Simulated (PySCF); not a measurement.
Homolysis of single bonds, series Al Br-NH2. Isolated molecules, 0 K electronic values unless said otherwise. Strings in code marks are SMILES.

Method: PBE-D3(BJ)/def2-TZVP // PBE0-D3(BJ)/def2-TZVP in PySCF. 

```tsv
species	dipole moment (D)
whole molecule (`[Br][Al]([Br])[Br]`)	0.00
radical fragment (`[Al]([Br])[Br]`)	1.18
whole molecule (`[Br][Al]([NH2])[Br]`)	2.24
radical fragment (`[NH2]`)	1.91
radical fragment (`[NH2][Al][Br]`)	?
whole molecule (`[NH2][Al]([NH2])[NH2]`)	0.00
```

Q: Some entries are withheld; supply them.

A: 
- radical fragment (`[NH2][Al][Br]`), dipole moment (D): 2.31
